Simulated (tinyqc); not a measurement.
Worked calculation (part 1 of 2): RHF in the sto-3g basis, for H2O, spin multiplicity 1. Computed by tinyqc, a small Python program that keeps every step (integrals from PySCF). Settings: charge = 0, multiplicity = 1, basis = sto-3g, energy threshold = 1e-08, iteration cap = 58, orthogonalisation = symmetric, start = random, DIIS depth = 6, method = RHF. Command: `OMP_NUM_THREADS=1 python tinyqc.py 20509 20510 out.jsonl` (the two numbers bound the seeds that draw the settings). One thread of a shared host (Intel(R) Xeon(R) Processor @ 2.60GHz), about 0.1 s of CPU time with the checks. Later iterations appear only in the table of the cycle.

## One-electron integrals

Geometry (angstrom):
```
atom         x          y         z
O     0.000000   0.000000  0.000000
H     0.000000   0.925000  0.750000
H     0.000000  -0.945000  0.766000
```

Basis sto-3g: exponents (1/bohr^2) and contraction coefficients of normalised primitives:
```
element  l (shell)    exponent  coefficient
O            s (1)  130.709320     0.154329
O            s (1)   23.808861     0.535328
O            s (1)    6.443608     0.444635
O            s (2)    5.033151    -0.099967
O            s (2)    1.169596     0.399513
O            s (2)    0.380389     0.700115
O            p (3)    5.033151     0.155916
O            p (3)    1.169596     0.607684
O            p (3)    0.380389     0.391957
H            s (1)    3.425251     0.154329
H            s (1)    0.623914     0.535328
H            s (1)    0.168855     0.444635
```

Overlap, kinetic and nuclear-attraction integrals over the contracted functions; the nuclear repulsion is the sum of Za Zb / Rab.

nuclear repulsion = 7.31803050 hartree

overlap S, order 1O 1s, 1O 2s, 1O 2px, 1O 2py, 1O 2pz, 2H 1s, 3H 1s:
```
[[1.000000, 0.236704, 0.000000, 0.000000, 0.000000, 0.030978, 0.029176],
 [0.236704, 1.000000, 0.000000, 0.000000, 0.000000, 0.335502, 0.322088],
 [0.000000, 0.000000, 1.000000, 0.000000, 0.000000, 0.000000, 0.000000],
 [0.000000, 0.000000, 0.000000, 1.000000, 0.000000, 0.237530, -0.229985],
 [0.000000, 0.000000, 0.000000, 0.000000, 1.000000, 0.192592, 0.186422],
 [0.030978, 0.335502, 0.000000, 0.237530, 0.192592, 1.000000, 0.147004],
 [0.029176, 0.322088, 0.000000, -0.229985, 0.186422, 0.147004, 1.000000]]
```

kinetic energy T (hartree), order 1O 1s, 1O 2s, 1O 2px, 1O 2py, 1O 2pz, 2H 1s, 3H 1s:
```
[[29.003200, -0.168011, 0.000000, 0.000000, 0.000000, -0.008872, -0.008715],
 [-0.168011, 0.808128, 0.000000, 0.000000, 0.000000, 0.043420, 0.036989],
 [0.000000, 0.000000, 2.528731, 0.000000, 0.000000, 0.000000, 0.000000],
 [0.000000, 0.000000, 0.000000, 2.528731, 0.000000, 0.106919, -0.097569],
 [0.000000, 0.000000, 0.000000, 0.000000, 2.528731, 0.086691, 0.079088],
 [-0.008872, 0.043420, 0.000000, 0.106919, 0.086691, 0.760032, -0.007949],
 [-0.008715, 0.036989, 0.000000, -0.097569, 0.079088, -0.007949, 0.760032]]
```

nuclear attraction V (hartree), order 1O 1s, 1O 2s, 1O 2px, 1O 2py, 1O 2pz, 2H 1s, 3H 1s:
```
[[-61.497837, -7.391233, 0.000000, -0.000324, -0.012369, -0.989171, -0.931304],
 [-7.391233, -9.929102, 0.000000, -0.003755, -0.153411, -2.502893, -2.385954],
 [0.000000, 0.000000, -9.808473, 0.000000, 0.000000, 0.000000, 0.000000],
 [-0.000324, -0.003755, 0.000000, -9.894614, -0.001962, -1.549795, 1.485456],
 [-0.012369, -0.153411, 0.000000, -0.001962, -9.865088, -1.293726, -1.240669],
 [-0.989171, -2.502893, 0.000000, -1.549795, -1.293726, -5.012920, -0.809488],
 [-0.931304, -2.385954, 0.000000, 1.485456, -1.240669, -0.809488, -4.944046]]
```

core Hamiltonian H = T + V (hartree), order 1O 1s, 1O 2s, 1O 2px, 1O 2py, 1O 2pz, 2H 1s, 3H 1s:
```
[[-32.494637, -7.559244, 0.000000, -0.000324, -0.012369, -0.998043, -0.940019],
 [-7.559244, -9.120974, 0.000000, -0.003755, -0.153411, -2.459473, -2.348965],
 [0.000000, 0.000000, -7.279742, 0.000000, 0.000000, 0.000000, 0.000000],
 [-0.000324, -0.003755, 0.000000, -7.365882, -0.001962, -1.442876, 1.387886],
 [-0.012369, -0.153411, 0.000000, -0.001962, -7.336356, -1.207034, -1.161581],
 [-0.998043, -2.459473, 0.000000, -1.442876, -1.207034, -4.252888, -0.817437],
 [-0.940019, -2.348965, 0.000000, 1.387886, -1.161581, -0.817437, -4.184014]]
```

## Two-electron integrals

Functions are numbered as in S; the eight-fold symmetry (ij|kl) = (ji|kl) = (kl|ij) leaves the list below.

Two-electron integrals (ij|kl) in chemists' order, unique and non-zero (hartree):
```
(11|11) 4.785065    (21|11) 0.741380    (21|21) 0.136873    (22|11) 1.118947
(22|21) 0.256633    (22|22) 0.817206    (31|31) 0.024477    (32|31) 0.037809
(32|32) 0.180518    (33|11) 1.115814    (33|21) 0.256684    (33|22) 0.817023
(33|33) 0.880159    (41|41) 0.024477    (42|41) 0.037809    (42|42) 0.180518
(43|43) 0.047444    (44|11) 1.115814    (44|21) 0.256684    (44|22) 0.817023
(44|33) 0.785270    (44|44) 0.880159    (51|51) 0.024477    (52|51) 0.037809
(52|52) 0.180518    (53|53) 0.047444    (54|54) 0.047444    (55|11) 1.115814
(55|21) 0.256684    (55|22) 0.817023    (55|33) 0.785270    (55|44) 0.785270
(55|55) 0.880159    (61|11) 0.098096    (61|21) 0.017977    (61|22) 0.033558
(61|33) 0.033493    (61|41) 0.000630    (61|42) 0.001192    (61|44) 0.033613
(61|51) 0.000511    (61|52) 0.000966    (61|54) 0.000098    (61|55) 0.033572
(61|61) 0.002391    (62|11) 0.265004    (62|21) 0.061658    (62|22) 0.220684
(62|33) 0.216753    (62|41) 0.003589    (62|42) 0.028710    (62|44) 0.223735
(62|51) 0.002910    (62|52) 0.023278    (62|54) 0.005661    (62|55) 0.221343
(62|61) 0.008273    (62|62) 0.077015    (63|31) 0.006122    (63|32) 0.036821
(63|43) 0.005791    (63|53) 0.004695    (63|63) 0.010376    (64|11) 0.157002
(64|21) 0.036971    (64|22) 0.141296    (64|33) 0.135059    (64|41) 0.007990
(64|42) 0.053993    (64|44) 0.150843    (64|51) 0.001515    (64|52) 0.013924
(64|54) 0.008102    (64|55) 0.137822    (64|61) 0.005154    (64|62) 0.059975
(64|64) 0.056562    (65|11) 0.127299    (65|21) 0.029976    (65|22) 0.114564
(65|33) 0.109507    (65|41) 0.001515    (65|42) 0.013924    (65|44) 0.112914
(65|51) 0.007350    (65|52) 0.048110    (65|54) 0.008553    (65|55) 0.121138
(65|61) 0.004179    (65|62) 0.048628    (65|64) 0.037448    (65|65) 0.040739
(66|11) 0.437701    (66|21) 0.103456    (66|22) 0.426715    (66|33) 0.410574
(66|41) 0.007067    (66|42) 0.079894    (66|44) 0.439482    (66|51) 0.005730
(66|52) 0.064779    (66|54) 0.023439    (66|55) 0.429578    (66|61) 0.013963
(66|62) 0.196881    (66|64) 0.175064    (66|65) 0.141944    (66|66) 0.774606
(71|11) 0.092364    (71|21) 0.016928    (71|22) 0.031604    (71|33) 0.031543
(71|41) -0.000590   (71|42) -0.001116   (71|44) 0.031656    (71|51) 0.000478
(71|52) 0.000905    (71|54) -0.000091   (71|55) 0.031617    (71|61) 0.002218
(71|62) 0.007555    (71|64) 0.004347    (71|65) 0.003820    (71|66) 0.012666
(71|71) 0.002119    (72|11) 0.252589    (72|21) 0.058782    (72|22) 0.210765
(72|33) 0.207000    (72|41) -0.003416   (72|42) -0.027487   (72|44) 0.213689
(72|51) 0.002769    (72|52) 0.022281    (72|54) -0.005422   (72|55) 0.211395
(72|61) 0.007647    (72|62) 0.058192    (72|64) 0.031619    (72|65) 0.035720
(72|66) 0.119518    (72|71) 0.007427    (72|72) 0.070636    (73|31) 0.005800
(73|32) 0.035021    (73|43) -0.005523   (73|53) 0.004477    (73|63) 0.007515
(73|73) 0.009454    (74|11) -0.150619   (74|21) -0.035472   (74|22) -0.135825
(74|33) -0.129855   (74|41) 0.007587    (74|42) 0.051537    (74|44) -0.144948
(74|51) -0.001448   (74|52) -0.013387   (74|54) 0.007757    (74|55) -0.132514
(74|61) -0.004430   (74|62) -0.031910   (74|64) -0.010275   (74|65) -0.019228
(74|66) -0.060639   (74|71) -0.004653   (74|72) -0.055383   (74|74) 0.052403
(75|11) 0.122089    (75|21) 0.028753    (75|22) 0.110097    (75|33) 0.105258
(75|41) -0.001448   (75|42) -0.013387   (75|44) 0.108538    (75|51) 0.006974
(75|52) 0.045872    (75|54) -0.008182   (75|55) 0.116368    (75|61) 0.003889
(75|62) 0.035880    (75|64) 0.019154    (75|65) 0.029220    (75|66) 0.080163
(75|71) 0.003772    (75|72) 0.044892    (75|74) -0.034814   (75|75) 0.037674
(76|11) 0.079961    (76|21) 0.018798    (76|22) 0.073785    (76|33) 0.071983
(76|41) -0.000006   (76|42) -0.000082   (76|44) 0.073370    (76|51) 0.001342
(76|52) 0.013148    (76|54) -0.000020   (76|55) 0.075919    (76|61) 0.002497
(76|62) 0.025957    (76|64) 0.017625    (76|65) 0.018467    (76|66) 0.071249
(76|71) 0.002352    (76|72) 0.024972    (76|74) -0.017150   (76|75) 0.017869
(76|76) 0.011391    (77|11) 0.429119    (77|21) 0.101442    (77|22) 0.419259
(77|33) 0.403616    (77|41) -0.006828   (77|42) -0.077800   (77|44) 0.431642
(77|51) 0.005535    (77|52) 0.063063    (77|54) -0.022717   (77|55) 0.422030
(77|61) 0.013187    (77|62) 0.122994    (77|64) 0.061956    (77|65) 0.082022
(77|66) 0.281432    (77|71) 0.012886    (77|72) 0.186931    (77|74) -0.167416
(77|75) 0.135704    (77|76) 0.071249    (77|77) 0.774606
```

## Orthogonalisation

S = U s U^T; symmetric (Loewdin) form X = U s^(-1/2) U^T, so that X^T S X = 1.

eigenvalues of S: [0.495606, 0.588487, 0.885338, 1.000000, 1.105600, 1.265021, 1.659948]

X, order 1O 1s, 1O 2s, 1O 2px, 1O 2py, 1O 2pz, 2H 1s, 3H 1s:
```
[[1.023247, -0.133129, 0.000000, -0.000278, -0.005847, 0.017047, 0.016357],
 [-0.133129, 1.115829, 0.000000, 0.003019, 0.052820, -0.186770, -0.176213],
 [0.000000, 0.000000, 1.000000, 0.000000, 0.000000, 0.000000, 0.000000],
 [-0.000278, 0.003019, 0.000000, 1.051636, 0.001532, -0.146147, 0.140524],
 [-0.005847, 0.052820, 0.000000, 0.001532, 1.029710, -0.105016, -0.099983],
 [0.017047, -0.186770, 0.000000, -0.146147, -0.105016, 1.095210, -0.050469],
 [0.016357, -0.176213, 0.000000, 0.140524, -0.099983, -0.050469, 1.087492]]
```

## Starting guess

The start is random orthonormal orbitals; D = 2 C_occ C_occ^T.

D at the start, order 1O 1s, 1O 2s, 1O 2px, 1O 2py, 1O 2pz, 2H 1s, 3H 1s:
```
[[1.996786, -0.578066, 0.087691, 0.256916, 0.248182, -0.313222, 0.261779],
 [-0.578066, 2.582693, 0.036699, 0.337319, 0.055731, -0.808463, -0.731205],
 [0.087691, 0.036699, 1.923162, -0.330691, -0.075013, 0.283543, -0.118099],
 [0.256916, 0.337319, -0.330691, 0.458506, 0.410855, 0.188792, 0.147000],
 [0.248182, 0.055731, -0.075013, 0.410855, 0.822613, 0.502404, -0.617929],
 [-0.313222, -0.808463, 0.283543, 0.188792, 0.502404, 1.127142, 0.300120],
 [0.261779, -0.731205, -0.118099, 0.147000, -0.617929, 0.300120, 2.306961]]
```

## Iteration 1: building the Fock matrix

J_ij = sum D_kl (ij|kl), K_ij = sum D_kl (ik|jl); F = H + J - 0.5 K; E = tr D H + tr D J / 2 - 0.25 tr D K + E_nn.

Coulomb J (hartree), order 1O 1s, 1O 2s, 1O 2px, 1O 2py, 1O 2pz, 2H 1s, 3H 1s:
```
[[15.875255, 2.979401, 0.009169, 0.037343, 0.026484, 0.393571, 0.368386],
 [2.979401, 7.481566, 0.032489, 0.110252, 0.187896, 2.087412, 1.988538],
 [0.009169, 0.032489, 7.512328, -0.026790, -0.005513, 0.003351, 0.008598],
 [0.037343, 0.110252, -0.026790, 7.451223, 0.035698, 1.366404, -1.289612],
 [0.026484, 0.187896, -0.005513, 0.035698, 7.458521, 1.145773, 1.104701],
 [0.393571, 2.087412, 0.003351, 1.366404, 1.145773, 4.449492, 0.735858],
 [0.368386, 1.988538, 0.008598, -1.289612, 1.104701, 0.735858, 4.640894]]
```

exchange K (hartree), order 1O 1s, 1O 2s, 1O 2px, 1O 2py, 1O 2pz, 2H 1s, 3H 1s:
```
[[9.071538, 1.408168, 0.117623, 0.309675, 0.257279, 0.106515, 0.197561],
 [1.408168, 2.276028, 0.105750, 0.423866, 0.075596, 0.629093, 0.586405],
 [0.117623, 0.105750, 2.151072, -0.219446, -0.043043, 0.067604, 0.022452],
 [0.309675, 0.423866, -0.219446, 1.032887, 0.499778, 0.511143, -0.164620],
 [0.257279, 0.075596, -0.043043, 0.499778, 1.291687, 0.550801, 0.126536],
 [0.106515, 0.629093, 0.067604, 0.511143, 0.550801, 1.124374, 0.277834],
 [0.197561, 0.586405, 0.022452, -0.164620, 0.126536, 0.277834, 1.518457]]
```

Fock matrix F (hartree), order 1O 1s, 1O 2s, 1O 2px, 1O 2py, 1O 2pz, 2H 1s, 3H 1s:
```
[[-21.155151, -5.283927, -0.049642, -0.117818, -0.114525, -0.657730, -0.670413],
 [-5.283927, -2.777422, -0.020386, -0.105437, -0.003313, -0.686608, -0.653629],
 [-0.049642, -0.020386, -0.842950, 0.082933, 0.016009, -0.030451, -0.002628],
 [-0.117818, -0.105437, 0.082933, -0.431103, -0.216153, -0.332043, 0.180584],
 [-0.114525, -0.003313, 0.016009, -0.216153, -0.523679, -0.336662, -0.120148],
 [-0.657730, -0.686608, -0.030451, -0.332043, -0.336662, -0.365583, -0.220495],
 [-0.670413, -0.653629, -0.002628, 0.180584, -0.120148, -0.220495, -0.302348]]
```

total energy of this density = -70.59764392 hartree

## Iteration 1: diagonalisation and new density

Diagonalise F' = X^T F X, C = X C', fill 5 alpha and 5 beta electrons from the bottom; D = 2 C_occ C_occ^T. Each column has its largest component positive (the first on a tie).

F' = X^T F X (hartree):
```
[[-20.798036, -2.644026, -0.048761, -0.122215, -0.147160, 0.001181, -0.084831],
 [-2.644026, -1.812659, -0.008892, -0.085687, 0.089199, -0.259736, -0.255679],
 [-0.048761, -0.008892, -0.842950, 0.091273, 0.019286, -0.044058, 0.011512],
 [-0.122215, -0.085687, 0.091273, -0.327223, -0.190374, -0.275188, 0.193094],
 [-0.147160, 0.089199, 0.019286, -0.190374, -0.461300, -0.267663, -0.079323],
 [0.001181, -0.259736, -0.044058, -0.275188, -0.267663, -0.080506, -0.093409],
 [-0.084831, -0.255679, 0.011512, 0.193094, -0.079323, -0.093409, -0.100309]]
```

orbital energies (hartree): [-21.161954, -1.549658, -0.875548, -0.765312, -0.346960, 0.053690, 0.222759]

coefficients C, order 1O 1s, 1O 2s, 1O 2px, 1O 2py, 1O 2pz, 2H 1s, 3H 1s:
```
[[0.995796, -0.256872, -0.007338, 0.018315, -0.018195, 0.081872, 0.018293],
 [0.018315, 1.020586, 0.043344, -0.137878, 0.140697, -0.490718, -0.090064],
 [0.002403, 0.004169, 0.885725, 0.450146, 0.080689, -0.001755, -0.079521],
 [0.007387, 0.067549, -0.319738, 0.405404, 0.562742, 0.269259, -0.697620],
 [0.007378, -0.012325, -0.284429, 0.615138, -0.449729, -0.637069, -0.128613],
 [-0.008338, 0.009004, -0.090864, 0.346243, -0.037119, 0.577939, 0.897725],
 [-0.001418, 0.008810, 0.019140, -0.046223, -0.527117, 0.778273, -0.600087]]
```

D after iteration 1, order 1O 1s, 1O 2s, 1O 2px, 1O 2py, 1O 2pz, 2H 1s, 3H 1s:
```
[[2.116624, -0.498649, 0.003197, -0.020927, 0.064097, -0.005864, 0.009858],
 [-0.498649, 2.165233, -0.016046, 0.156992, -0.345723, -0.095726, -0.115991],
 [0.003197, -0.016046, 1.987347, -0.110006, -0.022691, 0.144804, -0.092708],
 [-0.020927, 0.156992, -0.110006, 1.175762, 0.172925, 0.298158, -0.641810],
 [0.064097, -0.345723, -0.022691, 0.172925, 1.323513, 0.510704, 0.406126],
 [-0.005864, -0.095726, 0.144804, 0.298158, 0.510704, 0.259337, 0.003827],
 [0.009858, -0.115991, -0.092708, -0.641810, 0.406126, 0.003827, 0.560869]]
```

## Iteration 2: building the Fock matrix

As before.

Coulomb J (hartree), order 1O 1s, 1O 2s, 1O 2px, 1O 2py, 1O 2pz, 2H 1s, 3H 1s:
```
[[17.580117, 3.320138, -0.000359, 0.004334, -0.003666, 0.436540, 0.410785],
 [3.320138, 8.268073, -0.001381, 0.002417, 0.034567, 2.206712, 2.120821],
 [-0.000359, -0.001381, 8.275284, -0.007737, -0.001623, -0.001018, 0.000349],
 [0.004334, 0.002417, -0.007737, 8.253543, 0.006881, 1.401761, -1.365926],
 [-0.003666, 0.034567, -0.001623, 0.006881, 8.251646, 1.151011, 1.117484],
 [0.436540, 2.206712, -0.001018, 1.401761, 1.151011, 4.323548, 0.744793],
 [0.410785, 2.120821, 0.000349, -1.365926, 1.117484, 0.744793, 4.395227]]
```

exchange K (hartree), order 1O 1s, 1O 2s, 1O 2px, 1O 2py, 1O 2pz, 2H 1s, 3H 1s:
```
[[9.792161, 1.663888, 0.001194, 0.006689, 0.006603, 0.229221, 0.220618],
 [1.663888, 2.676734, -0.000784, 0.051926, -0.056359, 0.754697, 0.753078],
 [0.001194, -0.000784, 2.284620, -0.058657, -0.012531, 0.031557, -0.018145],
 [0.006689, 0.051926, -0.058657, 1.909237, 0.113632, 0.474793, -0.565714],
 [0.006603, -0.056359, -0.012531, 0.113632, 1.965914, 0.485984, 0.441458],
 [0.229221, 0.754697, 0.031557, 0.474793, 0.485984, 0.708828, 0.218220],
 [0.220618, 0.753078, -0.018145, -0.565714, 0.441458, 0.218220, 0.943675]]
```

Fock matrix F (hartree), order 1O 1s, 1O 2s, 1O 2px, 1O 2py, 1O 2pz, 2H 1s, 3H 1s:
```
[[-19.810601, -5.071050, -0.000956, 0.000665, -0.019337, -0.676113, -0.639542],
 [-5.071050, -2.191267, -0.000989, -0.027302, -0.090665, -0.630109, -0.604683],
 [-0.000956, -0.000989, -0.146768, 0.021591, 0.004642, -0.016797, 0.009421],
 [0.000665, -0.027302, 0.021591, -0.066957, -0.051897, -0.278511, 0.304817],
 [-0.019337, -0.090665, 0.004642, -0.051897, -0.067667, -0.299015, -0.264826],
 [-0.676113, -0.630109, -0.016797, -0.278511, -0.299015, -0.283755, -0.181754],
 [-0.639542, -0.604683, 0.009421, 0.304817, -0.264826, -0.181754, -0.260625]]
```

total energy of this density = -74.72639670 hartree

## Iteration 2: DIIS over 2 matrices

error matrix X^T (FDS - SDF) X:
```
[[0.000000, -0.013283, -0.019483, -0.127569, -0.031391, 0.169787, -0.116607],
 [0.013283, 0.000000, -0.009743, 0.000162, -0.044017, 0.229128, 0.076767],
 [0.019483, 0.009743, 0.000000, 0.043986, 0.007519, -0.001838, 0.006460],
 [0.127569, -0.000162, -0.043986, 0.000000, -0.065638, 0.326072, -0.235749],
 [0.031391, 0.044017, -0.007519, 0.065638, 0.000000, 0.295518, 0.149238],
 [-0.169787, -0.229128, 0.001838, -0.326072, -0.295518, 0.000000, 0.065281],
 [0.116607, -0.076767, -0.006460, 0.235749, -0.149238, -0.065281, 0.000000]]
```

B (overlaps of the stored error matrices):
```
[[2.4765994e+02, 5.0910390e+00],
 [5.0910390e+00, 8.0554910e-01]]
```

Minimise |sum c_i e_i|^2 with sum c_i = 1: solve [B -1; -1 0][c; lambda] = [0; -1] with B_ij = tr e_i^T e_j, and take F = sum c_i F_i.

DIIS coefficients: [-0.017985, 1.017985]

extrapolated F (hartree), order 1O 1s, 1O 2s, 1O 2px, 1O 2py, 1O 2pz, 2H 1s, 3H 1s:
```
[[-19.786419, -5.067221, -0.000081, 0.002796, -0.017625, -0.676444, -0.638987],
 [-5.067221, -2.180725, -0.000641, -0.025896, -0.092236, -0.629093, -0.603803],
 [-0.000081, -0.000641, -0.134247, 0.020488, 0.004438, -0.016551, 0.009638],
 [0.002796, -0.025896, 0.020488, -0.060408, -0.048943, -0.277549, 0.307052],
 [-0.017625, -0.092236, 0.004438, -0.048943, -0.059466, -0.298338, -0.267428],
 [-0.676444, -0.629093, -0.016551, -0.277549, -0.298338, -0.282283, -0.181057],
 [-0.638987, -0.603803, 0.009638, 0.307052, -0.267428, -0.181057, -0.259874]]
```

## Iteration 2: diagonalisation and new density

As before.

F' = X^T F X (hartree):
```
[[-19.414740, -2.659484, -0.000154, 0.006221, -0.037875, -0.059157, -0.050999],
 [-2.659484, -1.154318, 0.000985, -0.033858, 0.043169, -0.324020, -0.319404],
 [-0.000154, 0.000985, -0.134247, 0.025324, 0.005342, -0.021956, 0.013863],
 [0.006221, -0.033858, 0.025324, 0.105254, -0.050356, -0.313737, 0.363945],
 [-0.037875, 0.043169, 0.005342, -0.050356, 0.045186, -0.285499, -0.263790],
 [-0.059157, -0.324020, -0.021956, -0.313737, -0.285499, 0.003769, -0.061127],
 [-0.050999, -0.319404, 0.013863, 0.363945, -0.263790, -0.061127, 0.017248]]
```

orbital energies (hartree): [-19.795261, -0.998737, -0.394757, -0.261446, -0.136232, 0.466238, 0.588347]

coefficients C, order 1O 1s, 1O 2s, 1O 2px, 1O 2py, 1O 2pz, 2H 1s, 3H 1s:
```
[[0.994272, -0.236118, 0.013488, 0.111726, 0.001781, 0.083367, 0.037456],
 [0.024236, 0.874987, -0.055492, -0.540899, -0.010023, -0.477405, -0.204142],
 [0.000003, 0.000980, 0.000118, -0.001550, 0.998523, -0.035133, 0.041409],
 [-0.000011, 0.025318, 0.581913, -0.067914, -0.046122, -0.320003, 0.835853],
 [0.002410, 0.115869, 0.107666, 0.657081, -0.012416, -0.732668, -0.300699],
 [-0.004135, 0.172443, 0.474083, 0.355596, 0.045724, 0.872214, -0.354665],
 [-0.003880, 0.157278, -0.479238, 0.437939, -0.024018, 0.295482, 0.843890]]
```

D after iteration 2, order 1O 1s, 1O 2s, 1O 2px, 1O 2py, 1O 2pz, 2H 1s, 3H 1s:
```
[[2.113993, -0.487404, 0.002756, -0.011620, 0.099762, 0.002755, 0.002857],
 [-0.487404, 2.123884, -0.016639, 0.054115, -0.519644, -0.136646, -0.145048],
 [0.002756, -0.016639, 1.994102, -0.091709, -0.026579, 0.090660, -0.049127],
 [-0.011620, 0.054115, -0.091709, 0.692007, 0.043067, 0.507964, -0.607055],
 [0.099762, -0.519644, -0.026579, 0.043067, 0.913865, 0.608203, 0.509352],
 [0.002755, -0.136646, 0.090660, 0.507964, 0.608203, 0.766096, -0.090860],
 [0.002857, -0.145048, -0.049127, -0.607055, 0.509352, -0.090860, 0.893576]]
```
